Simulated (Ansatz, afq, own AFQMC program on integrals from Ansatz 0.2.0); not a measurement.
# Breaking Si2–C1 in CH$_{4}$Si, singlet

```xyz
6

C    -0.7161   -0.5302   -0.2566
Si    0.6027    0.4461    0.2158
H    -1.3936   -0.9848    0.4718
H    -0.9377   -0.7407   -1.3067
H     0.9145    0.7397    1.6384
H     1.5302    1.0700   -0.7627
```

Products: SiH2 (singlet, the lower of two spins tried; SiH2) and CH₂ (triplet), each relaxed with PBE0/def2-SVP like the molecule; electronic energies without zero-point terms. Determinants: RHF, RHF and UHF in that order.

Basis def2-TZVP. Only valence electrons are correlated. Ansatz 0.2.0 and our own AFQMC program on the same integrals; the CISD trial comes from CCSD amplitudes, and released means the phaseless constraint is let go. ± is one standard error of the sampling. The errors of all members are added in quadrature.

No full CI on the walks' own integrals is used here; CCSDT(Q) serves as the reference and is uncertain by about the last step of the cluster series. Each member takes its own surest rung, up to full CI.

Errors are counted within def2-TZVP, not against nature.

Cautions: CH₄Si (singlet): restricted determinant unstable towards unrestricted (UHF 45 meV lower, ⟨S²⟩ 0.27); SiH₂ (singlet): higher spins were not checked, restricted determinant unstable towards unrestricted (UHF 110 meV lower, ⟨S²⟩ 0.41).

Reference (CCSDT(Q)): 475.0 kJ/mol.

```
         level  bond energy (kJ/mol)  error against CCSDT(Q) (kJ/mol)
            HF                 317.2                           -157.8
           MP2                 498.3                             23.4
          CCSD                 455.0                            -19.9
       CCSD(T)                 474.1                             -0.9
         CCSDT                 473.2                             -1.8
 ph-AFQMC/CISD           474.5 ± 0.6                       -0.5 ± 0.6
released AFQMC           474.5 ± 0.8                       -0.4 ± 0.8
```

Correlation beyond CCSD(T) adds 0.9 kJ/mol. The perturbative (T) step is worth +19.1 kJ/mol.

A walk keeps the symmetry of its determinant, which the program's search chose and which needn't be the lowest solution, so a lower state of the same spin and another symmetry isn't excluded. Released energies are given only where the last usable release times agree within the noise; a slower fall can still hide under it.
